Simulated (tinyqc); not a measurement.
CCSD on RHF in the sto-6g basis, for H2O, spin multiplicity 1, step by step. One step of it, computed by the program tinyqc.

Problem. CCSD: starting amplitudes. t_ij^ab = <ij||ab> / (e_i + e_j - e_a - e_b), whose energy is MP2.

orbital energies (hartree): MO1 -20.505500, MO2 -1.220336, MO3 -0.577754, MO4 -0.425644, MO5 -0.385901, MO6 0.479555, MO7 0.637554

Two-electron integrals over orbitals (pq|rs), unique and non-zero (hartree):
```
p,q,r,s,(pq|rs)
1,1,1,1,4.762871
2,1,1,1,-0.436412
2,1,2,1,0.064505
2,2,1,1,1.030033
2,2,2,1,-0.015923
2,2,2,2,0.724327
3,1,3,1,0.010598
3,2,3,1,0.016633
3,2,3,2,0.134689
3,3,1,1,0.766066
3,3,2,1,-0.004258
3,3,2,2,0.619891
3,3,3,3,0.601699
4,1,1,1,0.168173
4,1,2,1,-0.022882
4,1,2,2,0.012965
4,1,3,3,0.005129
4,1,4,1,0.026602
4,2,1,1,-0.142749
4,2,2,1,0.008560
4,2,2,2,-0.017905
4,2,3,3,0.004381
4,2,4,1,0.019655
4,2,4,2,0.130466
4,3,3,1,-0.002390
4,3,3,2,0.027290
4,3,4,3,0.051623
4,4,1,1,0.972905
4,4,2,1,-0.011791
4,4,2,2,0.675207
4,4,3,3,0.576039
4,4,4,1,-0.010227
4,4,4,2,-0.100610
4,4,4,4,0.740020
5,1,5,1,0.026674
5,2,5,1,0.032969
5,2,5,2,0.149575
5,3,5,3,0.026695
5,4,5,1,-0.011741
5,4,5,2,-0.042761
5,4,5,4,0.050064
5,5,1,1,1.117093
5,5,2,1,-0.011499
5,5,2,2,0.754511
5,5,3,3,0.606271
5,5,4,1,0.004143
5,5,4,2,-0.074400
5,5,4,4,0.710577
5,5,5,5,0.880663
6,1,1,1,0.225472
6,1,2,1,-0.035297
6,1,2,2,0.003399
6,1,3,3,-0.000186
6,1,4,1,-0.000919
6,1,4,2,-0.020409
6,1,4,4,0.016204
6,1,5,5,0.005488
6,1,6,1,0.029117
6,2,1,1,-0.290154
6,2,2,1,0.007468
6,2,2,2,-0.135354
6,2,3,3,-0.065579
6,2,4,1,-0.018447
6,2,4,2,-0.028934
6,2,4,4,-0.077417
6,2,5,5,-0.148771
6,2,6,1,0.007244
6,2,6,2,0.095978
6,3,3,1,-0.002432
6,3,3,2,0.044052
6,3,4,3,0.036971
6,3,6,3,0.080384
6,4,1,1,-0.244135
6,4,2,1,0.002296
6,4,2,2,-0.116397
6,4,3,3,-0.044361
6,4,4,1,-0.002505
6,4,4,2,0.034608
6,4,4,4,-0.127403
6,4,5,5,-0.135009
6,4,6,1,0.000134
6,4,6,2,0.063882
6,4,6,4,0.082974
6,5,5,1,-0.014293
6,5,5,2,-0.054989
6,5,5,4,-0.003357
6,5,6,5,0.035237
6,6,1,1,0.774018
6,6,2,1,-0.007486
6,6,2,2,0.590063
6,6,3,3,0.551197
6,6,4,1,0.018831
6,6,4,2,0.053404
6,6,4,4,0.540260
6,6,5,5,0.572453
6,6,6,1,-0.007739
6,6,6,2,-0.088756
6,6,6,4,-0.047096
6,6,6,6,0.579371
7,1,3,1,0.015043
7,1,3,2,0.022342
7,1,4,3,-0.003522
7,1,6,3,-0.003088
7,1,7,1,0.021385
7,2,3,1,0.014616
7,2,3,2,0.052545
7,2,4,3,-0.028882
7,2,6,3,-0.030697
7,2,7,1,0.019793
7,2,7,2,0.067275
7,3,1,1,0.371353
7,3,2,1,-0.006799
7,3,2,2,0.161967
7,3,3,3,0.089752
7,3,4,1,-0.000432
7,3,4,2,-0.072484
7,3,4,4,0.154797
7,3,5,5,0.200501
7,3,6,1,0.005556
7,3,6,2,-0.073235
7,3,6,4,-0.089975
7,3,6,6,0.040796
7,3,7,3,0.155155
7,4,3,1,-0.008162
7,4,3,2,-0.071158
7,4,4,3,-0.007267
7,4,6,3,-0.052936
7,4,7,1,-0.011423
7,4,7,2,-0.017743
7,4,7,4,0.067105
7,5,5,3,0.023990
7,5,7,5,0.025481
7,6,3,1,-0.008428
7,6,3,2,-0.093272
7,6,4,3,-0.058399
7,6,6,3,-0.073055
7,6,7,1,-0.011451
7,6,7,2,0.002690
7,6,7,4,0.059061
7,6,7,6,0.118788
7,7,1,1,0.860450
7,7,2,1,-0.009041
7,7,2,2,0.616460
7,7,3,3,0.590187
7,7,4,1,0.003400
7,7,4,2,-0.020126
7,7,4,4,0.593599
7,7,5,5,0.618765
7,7,6,1,0.004402
7,7,6,2,-0.065866
7,7,6,4,-0.048933
7,7,6,6,0.552177
7,7,7,3,0.101585
7,7,7,7,0.607448
```

Give: Starting amplitudes; correlation energy.

Solution.

Starting amplitudes (spin orbitals 1a, 1b, ...; amplitudes related by a flip of all spins are not repeated; the 24 largest):
```
from,to,t
3a 3b,7a 7b,-0.064
4a 4b,6a 6b,-0.046
3a 4b,6b 7a,-0.042
3a 3b,6a 6b,-0.038
4a 4b,7a 7b,-0.032
2a 2b,6a 6b,-0.028
2a 3b,6a 7b,0.025
3a 4b,6a 7b,0.025
2a 4b,6a 6b,-0.025
5a 5b,6a 6b,-0.020
2a 2b,7a 7b,-0.018
3a 4a,6a 7a,-0.017
2a 3a,6a 7a,0.015
5a 5b,7a 7b,-0.012
2a 3b,6b 7a,-0.011
2a 4b,7a 7b,0.006
1a 2b,7a 7b,-8.61e-04
1a 1b,6a 6b,-6.94e-04
1a 4b,7a 7b,5.14e-04
1a 1b,7a 7b,-5.06e-04
1a 3a,6a 7a,-3.89e-04
1a 2b,6a 6b,-3.19e-04
1a 3b,6a 7b,-2.50e-04
1a 3b,6b 7a,-1.39e-04
```

correlation energy = -0.04442 hartree
